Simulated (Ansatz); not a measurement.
System: rock-salt SrO. Method: LC-ωPBE in Ansatz (PAW).

Total energies, extrapolated to zero smearing (they compare only within this program, potentials and cutoff; free atoms with spin allowed, lowest state found):

```
system                  energy (eV/atom)
----------------------  ----------------
rock-salt SrO, relaxed        -2058.1134
free Sr atom                  -3542.8991
free O atom                    -562.9288
```

Q: Work out the cohesive energy per atom.

A: E_coh = [1 × (-3542.8991) + 1 × (-562.9288)]/2 − (-2058.1134) = 5.20 eV/atom. The reference value is 5.23 ± 0.03 eV/atom (worked out here from tabulated enthalpies at 298 K, copied from a table, unchecked, brought to a static lattice with a Debye model, atoms in their spin–orbit ground levels; inputs from the CRC Handbook), a difference of -0.03 eV/atom.

The PAW data were made under PBE.

Ansatz is an electronic-structure program.
